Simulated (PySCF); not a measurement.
Gas-phase reaction: B(OH)3 + O → BO + 3 OH

Computed with PySCF and rigid-rotor harmonic-oscillator thermochemistry at 1 bar. † marks an energy on the PBE0/def2-TZVP geometry and frequencies; other levels use their own. CCSD(T) freezes the core. Open shells (unrestricted): O (multiplicity 3, electronic degeneracy 9), BO (multiplicity 2), OH (multiplicity 2, electronic degeneracy 4); the rest are closed-shell singlets. Spin-orbit splitting is ignored; it lowers the true energy and changes the entropy of O, OH. B3LYP is the form with VWN-RPA correlation. CCSD(T) isn't extrapolated to the basis-set limit; its ΔH°(298 K) is 873.1 kJ in def2-SVP and 869.9 kJ in def2-TZVPP. The harmonic model lacks anharmonicity and excited electronic states, which grow with temperature; levels with a mode under 35 cm⁻¹ are left out. Internal rotation in B(OH)3 is treated as a harmonic vibration of one conformer, which makes the entropy rough.

```json
[
 {"level": "B3LYP/def2-TZVP†", "ΔE electronic, kJ": "880", "ΔH°(298 K), kJ": "844", "ΔS°(298 K), J/K": "323", "ΔG°(1600 K), kJ": "329"},
 {"level": "CCSD(T)/def2-TZVPP†", "ΔE electronic, kJ": "906", "ΔH°(298 K), kJ": "870", "ΔS°(298 K), J/K": "323", "ΔG°(1600 K), kJ": "355"},
 {"level": "M06-2X/def2-TZVP†", "ΔE electronic, kJ": "934", "ΔH°(298 K), kJ": "898", "ΔS°(298 K), J/K": "323", "ΔG°(1600 K), kJ": "383"},
 {"level": "PBE/def2-TZVP†", "ΔE electronic, kJ": "894", "ΔH°(298 K), kJ": "858", "ΔS°(298 K), J/K": "323", "ΔG°(1600 K), kJ": "343"},
 {"level": "PBE0/def2-TZVP", "ΔE electronic, kJ": "907", "ΔH°(298 K), kJ": "871", "ΔS°(298 K), J/K": "323", "ΔG°(1600 K), kJ": "356"}
]
```
ΔH° is lowest at B3LYP/def2-TZVP† and highest at M06-2X/def2-TZVP†. No reference value is set beside these.
